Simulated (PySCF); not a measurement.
# doublet PH2F+ at 3 levels

Aim: a comparison of 3 runs (UB3LYP/STO-3G, UPBE/STO-3G, NEVPT2(3,3)/STO-3G) of doublet PH2F+. Input form: a Python script.

The results are computed with PySCF 2.14.0.

10 further runs of the same task are left out: 1 that didn't finish, 9 set aside as unsound or not needed.

**1. The molecule**

PH2F+: 4 atoms, total charge +1, spin state doublet. SMILES of the parent species: `FP`. The shape is that of a GFN2-xTB optimisation. That shape belongs to the parent species and isn't relaxed for this state.

Bond lengths: F1–P2 1.632 Å, P2–H3 1.406 Å, P2–H4 1.406 Å. Angles: F1–P2–H3 93.5°, F1–P2–H4 93.5°, H3–P2–H4 91.6°.

**2. A single-point energy at UB3LYP/STO-3G (run 1)**

Input file job.py:

```python
from pyscf import gto, dft

mol = gto.Mole()
mol.atom = '''
F      2.193103     1.263943    -0.420766
P     -0.136117    -0.697460    -0.906445
H     -1.991601     1.085194    -0.244833
H     -0.065385    -1.651677     1.572063
'''
mol.max_memory = 1860
mol.spin = 1
mol.charge = 1
mol.unit = 'bohr'
mol.verbose = 3
mol.basis = 'sto-3g'
mol.build()

mf = dft.UKS(mol)
mf.xc = 'b3lyp'
mf.conv_tol = 1e-10
mf.grids.level = 5
mf.kernel()
if not mf.converged:
    mf = mf.newton().run(mf.mo_coeff, mf.mo_occ)

etot = mf.e_tot
print('E(%s) = %.9f' % ('B3LYP', etot))
```

Started as:

```console
$ OMP_NUM_THREADS=1 python job.py
```

The program printed:

```text
converged SCF energy = -436.753031165071  <S^2> = 0.75187083  2S+1 = 2.00187
E(B3LYP) = -436.753031165
```

It took 3.3 s on 1 thread of Arm Neoverse V2, shared host; peak memory 0.19 GiB.

**3. A single-point energy at UPBE/STO-3G (run 2)**

Input file run.py:

```python
from pyscf import gto, dft

mol = gto.Mole()
mol.atom = '''
F      2.193103     1.263943    -0.420766
P     -0.136117    -0.697460    -0.906445
H     -1.991601     1.085194    -0.244833
H     -0.065385    -1.651677     1.572063
'''
mol.charge = 1
mol.verbose = 3
mol.spin = 1
mol.unit = 'bohr'
mol.max_memory = 1860
mol.basis = 'sto-3g'
mol.build()

mf = dft.UKS(mol, xc='pbe')
mf.grids.level = 5
mf.conv_tol = 1e-10
mf.kernel()
if not mf.converged:
    mf = mf.newton().run(mf.mo_coeff, mf.mo_occ)

energy = mf.e_tot
print('E(%s) = %.9f' % ('PBE', energy))
```

Started as:

```console
$ OMP_NUM_THREADS=1 python run.py
```

The program printed:

```text
WARN: HOMO -0.246704900185811 >= LUMO -0.246704900185812

converged SCF energy = -436.494852476081  <S^2> = 0.75039092  2S+1 = 2.0003909
E(PBE) = -436.494852476
```

It took 2.8 s on 1 thread of Arm Neoverse V2, shared host; peak memory 0.19 GiB.

**4. A single-point energy at NEVPT2(3,3)/STO-3G (run 3)**

Input file run.py:

```python
import numpy
from pyscf import gto, scf, mp, mcscf, mrpt

mol = gto.Mole()
mol.atom = '''
F      1.160540     0.668850    -0.222660
P     -0.072030    -0.369080    -0.479670
H     -1.053910     0.574260    -0.129560
H     -0.034600    -0.874030     0.831900
'''
mol.charge = 1
mol.basis = 'sto-3g'
mol.verbose = 4
mol.max_memory = 1860
mol.spin = 1
mol.build()

calc0 = scf.ROHF(mol)
calc0.conv_tol = 1e-10
calc0.kernel()
if not calc0.converged:
    calc0 = calc0.newton().run(calc0.mo_coeff, calc0.mo_occ)

pt = mp.MP2(scf.addons.convert_to_uhf(calc0)).run()
noons, natorbs = mcscf.addons.make_natural_orbitals(pt)
print('natural occupations', numpy.round(noons[:40], 4))
cas = mcscf.CASSCF(calc0, 3, 3)
cas.fix_spin_(ss=0.75)
cas.natorb = True
cas.kernel(natorbs)
e_pt2 = mrpt.NEVPT(cas).kernel()
e_final = cas.e_tot + e_pt2
print('E = %.10f Eh' % e_final)
```

Started as:

```console
$ OMP_NUM_THREADS=1 python run.py
```

The program printed:

```text
PySCF version 2.14.0

[INPUT] num. atoms = 4
[INPUT] num. electrons = 25
[INPUT] charge = 1
[INPUT] spin (= nelec alpha-beta = 2S) = 1
[INPUT] symmetry False subgroup None
[INPUT] Mole.unit = angstrom
[INPUT] Symbol           X                Y                Z      unit          X                Y                Z       unit  Magmom
[INPUT]  1 F      1.160540000000   0.668850000000  -0.222660000000 AA    2.193102756603   1.263943318415  -0.420766418896 Bohr   0.0
[INPUT]  2 P     -0.072030000000  -0.369080000000  -0.479670000000 AA   -0.136116972752  -0.697460118054  -0.906444930170 Bohr   0.0
[INPUT]  3 H     -1.053910000000   0.574260000000  -0.129560000000 AA   -1.991601259940   1.085194124293  -0.244832916699 Bohr   0.0
[INPUT]  4 H     -0.034600000000  -0.874030000000   0.831900000000 AA   -0.065384523910  -1.651677324654   1.572063163026 Bohr   0.0

nuclear repulsion = 59.6290175704312
number of shells = 10
number of NR pGTOs = 48
number of NR cGTOs = 16
basis = sto-3g
ecp = {}

[... 53 lines left out ...]
converged SCF energy = -435.801671469304
[... 32 lines left out ...]
sorting_mo_energy = False
[... 22 lines left out ...]
1-step CASSCF converged in   4 macro ( 40 JK  11 micro) steps
[... 2 lines left out ...]
Natural orbital (expansion on meta-Lowdin AOs) in CAS space
[... 10 lines left out ...]
CASSCF energy = -435.831853025698
[... 2 lines left out ...]
******** <class 'pyscf.mrpt.nevpt2.NEVPT'> ********
NEVPT2 (2e+1e, 3o), ncore = 11, nvir = 2
root = 0
Natural occ [1.94389132 1.00586864 0.05024003]
Natural orbital (expansion on meta-Lowdin AOs) in CAS space
               #1        #2        #3
0 F 1s           0.00111   0.00025  -0.00353
0 F 2s          -0.06854  -0.03333   0.17423
0 F 2px         -0.45214  -0.03938  -0.41566
[... 12 lines of this table left out ...]
3 H 1s          -0.14696   0.19149  -0.00854
<CAS-nat-orb|mo-hf>  12     10      -0.82804643
<CAS-nat-orb|mo-hf>  12     11      -0.47240166
<CAS-nat-orb|mo-hf>  13     13       0.99778905
<CAS-nat-orb|mo-hf>  14     14      -0.93576989
Sr    (-1)',   E = -0.00008455040171
Si    (+1)',   E = -0.00815863602457
Sijrs (0)  ,   E = -0.01757917224133
Sijr  (+1) ,   E = -0.00475636687124
Srsi  (-1) ,   E = -0.00332683316660
Srs   (-2) ,   E = -0.00063111833815
Sij   (+2) ,   E = -0.00238161070379
Sir   (0)' ,   E = -0.00527373970684
Nevpt2 Energy = -0.042192027454212
E = -435.8740450532 Eh
```

It took 0.78 s on 1 thread of Arm Neoverse V2, shared host; peak memory 0.12 GiB.

**5. All runs side by side**

```tsv
run	level	integration grid	active selection	energy (Eh)	HOMO energy (eV)	LUMO energy (eV)	⟨S²⟩	wall time
1	UB3LYP/STO-3G	5	–	-436.753031	-15.26	-11.76	0.752	3.3 s
2	UPBE/STO-3G	5	–	-436.494852	-13.82	-12.48	0.750	2.8 s
3	NEVPT2(3,3)/STO-3G	–	mp2 natural orbitals	-435.874045	–	–	–	0.78 s
```

**6. Results**

| quantity | value |
| --- | --- |
| run 3: total energy | -435.87405 Eh |

In words: Totals of different functionals can't be ranked against each other. In runs 1, 2, 3 the basis is minimal, so the values are rough. All runs together took 6.9 s, the longest 3.3 s.
